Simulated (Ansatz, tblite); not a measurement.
# The cluster Ba₂Se: rung by rung

Aim: run the singlet of the cluster Ba₂Se at one geometry on many levels, and compare frontier levels, spin and run time.

Computed with Ansatz 0.2.0, Gaussian basis. Level: as each input shows.

The runs, in order: GFN1-xTB, GFN2-xTB, PBE-D4/def2-TZVP, r2SCAN-D4/def2-TZVP, B3LYP-D4/def2-TZVP, revPBE-D4/def2-TZVP, LDA/def2-TZVP, LC-ωPBE/def2-TZVP, BHLYP-D4/def2-TZVP, PBE-D4/def2-SVP, PBE0-D4/def2-SVP, PBE0-D4/def2-TZVPD, PBE-D4/def2-TZVPD, r2SCAN-D4/def2-TZVPD, CCSD(T)/def2-TZVPP, MP2/def2-TZVP, RPA/def2-TZVP.

1 further run of the same task is left out (set aside as unsound or not needed). Runs told in other sessions of the task aren't counted.

**1. The relaxed structure**

The singlet was relaxed beforehand with PBE-D4/def2-TZVP. At that level it is the lowest of the isomers that a small search found.

3 atoms, charge 0, spin multiplicity 1.

Bond lengths: Ba1–Se3 2.886 Å, Ba2–Se3 2.886 Å. Angles: Ba1–Se3–Ba2 88.2°.

Ba takes a core potential in the def2 sets. No spin-orbit coupling is included.

PBE0-D4/def2-TZVP was run before; its log isn't repeated, and its numbers join the tables.

**2. GFN1-xTB**

Tight binding, by tblite at 300 K electronic temperature and without a spin-polarisation term:

```python
tblite.interface.Calculator('GFN1-xTB', numbers, positions, charge=0, uhf=0).singlepoint()
```

Energy -121.0956 eV, HOMO -7.73 eV, LUMO -7.07 eV; 0.003 s.

**3. GFN2-xTB**

Tight binding, by tblite at 300 K electronic temperature and without a spin-polarisation term:

```python
tblite.interface.Calculator('GFN2-xTB', numbers, positions, charge=0, uhf=0).singlepoint()
```

Energy -114.4095 eV, HOMO -7.72 eV, LUMO -7.31 eV; 0.004 s.

**4. PBE-D4/def2-TZVP**

start.molden holds the orbitals of an earlier run on this state, given as this run's starting guess.

File in.yaml:

```yaml
crystal:
  periodic: [false, false, false]
  atoms:
    - {symbol: Ba, position_ang: [-1.253052, 1.637264, 0.511445]}
    - {symbol: Ba, position_ang: [1.939861, -0.459721, -0.733400]}
    - {symbol: Se, position_ang: [-0.686809, -1.177543, 0.221955]}
basis:
  gaussian: {orbitals: def2-TZVP, initial_orbitals: start.molden}
hamiltonian: {xc: pbe, dispersion: d4}
scf: {omitted_lower_state_checks: [starts]}
output: {orbitals: {seedname: orbitals}}
```

Command:

```sh
ansatz run in.yaml --threads 4 --pin off --events-out ev --progress --plain --max-ram 3916MiB
```

The runs that follow: r2SCAN-D4/def2-TZVP; B3LYP-D4/def2-TZVP; revPBE-D4/def2-TZVP; LDA/def2-TZVP; LC-ωPBE/def2-TZVP; BHLYP-D4/def2-TZVP; PBE-D4/def2-SVP; PBE0-D4/def2-SVP; PBE0-D4/def2-TZVPD; PBE-D4/def2-TZVPD; r2SCAN-D4/def2-TZVPD; CCSD(T)/def2-TZVPP; MP2/def2-TZVP; RPA/def2-TZVP.

Q: Predict the results of all the runs planned. Wanted: gap in def2-TZVP, named functionals, smallest and largest; correlation energy, CCSD(T)/def2-TZVPP; correlation energy, MP2/def2-TZVP; binding an atom, CCSD(T)/def2-TZVPP; PBE0 total energy, smallest basis above largest.

**Answer**, as computed:

| quantity | value |
| --- | --- |
| gap in def2-TZVP, named functionals, smallest and largest | 0.85 eV (revPBE-D4), 3.85 eV (LC-ωPBE) |
| correlation energy, CCSD(T)/def2-TZVPP | -17.86 eV |
| correlation energy, MP2/def2-TZVP | -16.45 eV |
| binding an atom, CCSD(T)/def2-TZVPP | 1.913 eV |
| PBE0 total energy, smallest basis above largest | 9.49 eV (def2-SVP, def2-TZVPD) |

What this shows: Orbital gaps of the named functionals in def2-TZVP span 0.85 eV (revPBE-D4) to 3.85 eV (LC-ωPBE); exact exchange widens it. The functionals in def2-TZVP miss CCSD(T)/def2-TZVPP by +0.004 (BHLYP-D4) to +0.504 eV (LDA) an atom. The reference is CCSD(T) in one finite basis, so it carries an error of its own, often a tenth of an eV or more, and near misses can't be ranked.
